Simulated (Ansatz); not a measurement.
# AlNH5+ (SMILES [NH3+][AlH2]): single points off equilibrium

One table from this session's results is given with a row withheld; the runs are named, their logs left out.

The runs use Ansatz 0.2.0, Gaussian basis; single points in def2-TZVPP.

Correlated methods freeze the cores.

## The system as given

SMILES `[NH3+][AlH2]`, 7 atoms, charge 1, spin multiplicity 1.

Atoms are counted from 1 here; the program's logs count them from 0.

Bond lengths: N1–Al2 1.964 Å, N1–H3 1.078 Å, N1–H4 1.230 Å, N1–H5 0.961 Å, Al2–H6 1.634 Å, Al2–H7 1.601 Å. Angles: Al2–N1–H3 98.1°, Al2–N1–H4 119.8°, Al2–N1–H5 118.8°, H3–N1–H4 98.6°, H3–N1–H5 113.7°, H4–N1–H5 105.9°, N1–Al2–H6 109.0°, N1–Al2–H7 130.1°, H6–Al2–H7 120.8°.

As a file:

```
N    -0.2312   -0.8590   -0.0073
Al    0.4145    0.9794    0.2396
H     0.5195   -1.1902   -0.7065
H    -1.2291   -1.0685   -0.6946
H    -0.3178   -1.4267    0.7630
H    -0.6696    1.8081    1.1386
H     1.7363    1.6918   -0.3151
```

The first run:

Input file run/in.yaml:

```yaml
crystal:
  periodic: [false, false, false]
  atoms:
    - {symbol: N, position_ang: [-0.231200, -0.859000, -0.007300]}
    - {symbol: Al, position_ang: [0.414500, 0.979400, 0.239600]}
    - {symbol: H, position_ang: [0.519500, -1.190200, -0.706500]}
    - {symbol: H, position_ang: [-1.229100, -1.068500, -0.694600]}
    - {symbol: H, position_ang: [-0.317800, -1.426700, 0.763000]}
    - {symbol: H, position_ang: [-0.669600, 1.808100, 1.138600]}
    - {symbol: H, position_ang: [1.736300, 1.691800, -0.315100]}
basis:
  gaussian: {orbitals: def2-TZVPP}
total_charge: 1
correlation: {method: ccsd_t}
output: {forces: true}
```

No record of the launch command was kept for these runs.

Among the steps run: CCSD(T)/def2-TZVPP; PBE0-D4/def2-TZVPP; wB97M-V/def2-TZVPP; r2SCAN-D4/def2-TZVPP; PBE-D4/def2-TZVPP; CAM-B3LYP-D4/def2-TZVPP; BHLYP-D4/def2-TZVPP.

One table of the session follows, with a row left open; its other results are not shown here.

```
      method  RMS force component (eV/Å)  angle to CCSD(T) forces (°)
     CCSD(T)                       2.159                    reference
     PBE0-D4                       2.178                          1.4
     wB97M-V                       2.182                          1.3
   r2SCAN-D4                       2.147                          0.9
      PBE-D4                       2.109                          3.7
CAM-B3LYP-D4                           ?                            ?
    BHLYP-D4                       2.235                          4.1
```

Estimate the missing values for CAM-B3LYP-D4.

The run gave: RMS force component (eV/Å): 2.181; angle to CCSD(T) forces (°): 1.0. In the column «RMS force component (eV/Å)» it lies between PBE0-D4 (2.178) and wB97M-V (2.182).
